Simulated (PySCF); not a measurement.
Gas-phase reaction: AlH₃ + 3 NH₂ + 3 AlCl₃ → 3 AlCl₃.NH₃ + Al

Method: PySCF energies (xtb for GFN2) plus ideal-gas RRHO corrections (1 bar). † marks an energy on the PBE0/def2-TZVP geometry and frequencies; other levels use their own. MP2 freezes the core. Open shells (unrestricted): NH₂ (multiplicity 2), Al (multiplicity 2); the rest are closed-shell singlets. GFN2 has no spin-polarisation term. Spin-orbit splitting is ignored; it lowers the true energy and changes the entropy of Al. B3LYP is the form with VWN-RPA correlation. Adducts (AlCl₃.NH₃) have no counterpoise correction, and HF, PBE, BLYP, B3LYP and PBE0 lack dispersion. AlH₃: computed as isolated molecules; such fragments, hydroxides, amides, oligomers or adducts are transient or little studied in the gas. MP2 isn't extrapolated to the basis-set limit.

MP2/def2-SVP† gives ΔH°(298 K) = -994 kJ.

Problem. What do GFN2-xTB, B3LYP/def2-TZVP†, PBE/def2-SVP give?

Solution. GFN2-xTB: -678 kJ; B3LYP/def2-TZVP†: -864 kJ; PBE/def2-SVP: -993 kJ. For scale, ΔH°(298 K) is -994 kJ at this level, -950 kJ at ωB97M-V/def2-TZVP†, and runs from -1136 to -678 kJ over the 19 levels computed.
